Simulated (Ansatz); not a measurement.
Results of the Gaussian-basis code of Ansatz.

A structure relaxed at PBE0-D4/def2-TZVP, charge 0, multiplicity 1:

```xyz
11

Si   -0.7748   -1.7574   -0.3470
Si   -0.5032    0.2641    0.7966
Si    1.1434    1.5639   -0.2365
H    -1.8189   -2.6028    0.2919
H     0.5096   -2.5083   -0.3537
H    -1.1731   -1.4894   -1.7553
H    -0.1122   -0.0087    2.2085
H    -1.7938    1.0091    0.8089
H     0.7518    1.8468   -1.6437
H     2.4355    0.8263   -0.2444
H     1.3358    2.8564    0.4746
```

Give its formula and SMILES.

H8Si3, `[SiH3][SiH2][SiH3]` (trisilane).

Point group (tolerance 0.08 Å, 0.16 Å for H)?

C2v.

Summarise the bond lengths by kind.

2 × Si–Si 2.338 Å; 8 × H–Si 1.488 to 1.490 Å.
